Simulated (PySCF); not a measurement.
[AlCl2]+: one-bond stretch

Computed with PBE0/[Al def2-TZVP, Cl def2-TZVP], no relativity, density fitting, PySCF.

Rigid scan from the singlet minimum (Al–Cl 1.996 Å (×2); Cl–Al–Cl 180.0°). Coordinate: the bond from Al to the last atom (Cl) scaled, the rest fixed. Energies in kJ/mol from the minimum.

```json
{"scale of one bond": "0.92", "E (kJ/mol)": "37.2", "dipole size (D, about the centre of mass)": "0.71"}
{"scale of one bond": "0.96", "E (kJ/mol)": "8.2", "dipole size (D, about the centre of mass)": "0.35"}
{"scale of one bond": "1.00", "E (kJ/mol)": "0.0", "dipole size (D, about the centre of mass)": "0.00"}
{"scale of one bond": "1.05", "E (kJ/mol)": "9.9", "dipole size (D, about the centre of mass)": "0.43"}
{"scale of one bond": "1.12", "E (kJ/mol)": "46.7", "dipole size (D, about the centre of mass)": "0.99"}
{"scale of one bond": "1.20", "E (kJ/mol)": "105.3", "dipole size (D, about the centre of mass)": "1.56"}
{"scale of one bond": "1.35", "E (kJ/mol)": "224.2", "dipole size (D, about the centre of mass)": "2.35"}
{"scale of one bond": "1.55", "E (kJ/mol)": "358.6", "dipole size (D, about the centre of mass)": "–"}
{"scale of one bond": "1.80", "E (kJ/mol)": "471.5", "dipole size (D, about the centre of mass)": "–"}
{"scale of one bond": "2.20", "E (kJ/mol)": "559.3", "dipole size (D, about the centre of mass)": "–"}
```

At long bonds a restricted determinant can lie too high, and another spin state can fall below this curve.

The scan took 12 s on 2 threads of a shared Arm Neoverse V2 host; the process peaked at 0.95 GiB.
